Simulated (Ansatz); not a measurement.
Conformers of C₄H₆O₃ (`O=COCC1CO1`), each relaxed with PBE0-D4/def2-TZVP in Ansatz. CBS adds the triple-zeta coupled-cluster correction to the MP2 limit.

Not all of them had a frequency check.

Conformer A:

Z-matrix (Å, degrees):
```
C
C 1 1.500
O 1 1.434 2 111.5
H 1 1.092 2 110.8 3 122.0
H 1 1.090 2 109.7 3 -116.7
C 2 1.458 1 120.3 3 85.5
O 2 1.416 1 114.6 3 152.8
H 2 1.087 1 115.9 3 -69.7
C 3 1.332 1 116.1 2 80.5
H 6 1.087 2 119.3 1 -1.4
H 6 1.086 2 119.5 1 -154.3
O 9 1.196 3 126.0 1 -1.3
H 9 1.100 3 109.1 1 178.5
```

Conformer B:

Z-matrix (Å, degrees):
```
C
C 1 1.500
O 1 1.433 2 110.8
H 1 1.091 2 110.6 3 -116.2
H 1 1.091 2 110.1 3 122.4
C 2 1.458 1 121.1 3 -99.6
O 2 1.414 1 114.6 3 -167.3
H 2 1.089 1 115.4 3 55.8
C 3 1.333 1 116.6 2 88.1
H 6 1.086 2 118.8 1 2.1
H 6 1.087 2 119.3 1 154.9
O 9 1.195 3 126.4 1 0.3
H 9 1.100 3 108.9 1 179.8
```

(1) Which is lowest in electronic energy at CCSD(T)/CBS (frozen core, def2 sets), and by how much? (An estimate is asked.)

(2) Give the energies relative to B (kJ/mol) with B3LYP-D4/def2-TZVPP, ωB97X-V/def2-TZVPP, ωB97M-V/def2-TZVPP, r2SCAN/def2-TZVPP, SCS-MP2/def2-QZVPP, HF/CBS(def2), MP2/CBS(def2). (Estimate.)

Results:

(1) Ansatz gave: B; A lies 1.4 kJ/mol higher. Gaps under about 2 kJ/mol don't settle the order.

(2) The calculation gave: 
| level | A |
| --- | --- |
| B3LYP-D4/def2-TZVPP | 1.5 |
| ωB97X-V/def2-TZVPP | 1.4 |
| ωB97M-V/def2-TZVPP | 1.4 |
| r2SCAN/def2-TZVPP | 1.0 |
| SCS-MP2/def2-QZVPP | 1.0 |
| HF/CBS(def2) | 0.8 |
| MP2/CBS(def2) | 1.3 |

B3LYP here is the variant with VWN-RPA as its local correlation; programs differ in this.
